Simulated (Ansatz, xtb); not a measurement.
## Two isomers of C4H6ClF

Structure I: `F[C@H]1C[C@@H](Cl)C1`, a singlet. Structure II: `F[C@@H]1CC[C@H]1Cl`, a singlet. Both are isolated molecules in the gas phase, relaxed with B3LYP-D3(BJ)/def2-SVP.

Estimate which is lower in electronic energy at CCSD(T)/def2-SVP + ΔMP2/def2-TZVPP, and by roughly how much.

CCSD(T)/def2-SVP + ΔMP2/def2-TZVPP gives E(II) − E(I) = −0.54 kcal/mol, slightly favouring structure II, which is too small a margin to settle the true order.

Level by level:

```json
{"level": "GFN2-xTB", "geometry": "GFN2-xTB", "E(II) − E(I) (kcal/mol)": "−0.05", "departure from the last row (kcal/mol)": "+0.49", "job, with rough time for the two": "optimisation, 0.18 s"}
{"level": "HF/STO-3G", "geometry": "GFN2-xTB", "E(II) − E(I) (kcal/mol)": "+0.15", "departure from the last row (kcal/mol)": "+0.70", "job, with rough time for the two": "single point, 0.36 s"}
{"level": "r2SCAN-D4/def2-SVP", "geometry": "GFN2-xTB", "E(II) − E(I) (kcal/mol)": "+0.08", "departure from the last row (kcal/mol)": "+0.62", "job, with rough time for the two": "single point, 4.8 s"}
{"level": "B3LYP-D3(BJ)/def2-SVP", "geometry": "B3LYP-D3(BJ)/def2-SVP", "E(II) − E(I) (kcal/mol)": "−0.44", "departure from the last row (kcal/mol)": "+0.10", "job, with rough time for the two": "optimisation, 45 s"}
{"level": "HF/def2-SVP", "geometry": "B3LYP-D3(BJ)/def2-SVP", "E(II) − E(I) (kcal/mol)": "−0.38", "departure from the last row (kcal/mol)": "+0.17", "job, with rough time for the two": "part of the CCSD(T) run"}
{"level": "MP2/def2-SVP", "geometry": "B3LYP-D3(BJ)/def2-SVP", "E(II) − E(I) (kcal/mol)": "−0.78", "departure from the last row (kcal/mol)": "−0.23", "job, with rough time for the two": "part of the CCSD(T) run"}
{"level": "CCSD(T)/def2-SVP", "geometry": "B3LYP-D3(BJ)/def2-SVP", "E(II) − E(I) (kcal/mol)": "−0.68", "departure from the last row (kcal/mol)": "−0.14", "job, with rough time for the two": "single point"}
{"level": "CCSD(T)/def2-SVP + ΔMP2/def2-TZVPP", "geometry": "B3LYP-D3(BJ)/def2-SVP", "E(II) − E(I) (kcal/mol)": "−0.54", "departure from the last row (kcal/mol)": "", "job, with rough time for the two": "single point, 57 s"}
```

As drawn, both hold the same kinds of bond in the same numbers.

The largest departure from CCSD(T)/def2-SVP + ΔMP2/def2-TZVPP is that of HF/STO-3G, 0.70 kcal/mol. The last row adds to CCSD(T) the change of the MP2 difference between the two basis sets, here +0.14 kcal/mol.

With thermal terms from frequencies at re-optimised GFN2-xTB minima (ideal gas, soft modes damped towards free rotors, one conformer each, 298.15 K, 1 atm): the zero-point term adds +0.04 kcal/mol; ΔH is −0.46 and ΔG −0.55 kcal/mol.

The correlated steps freeze 10 core orbitals. Programs: Ansatz 0.2.0, xtb 6.7.1; the last row on 2 threads of Arm Neoverse V2 on a shared host.
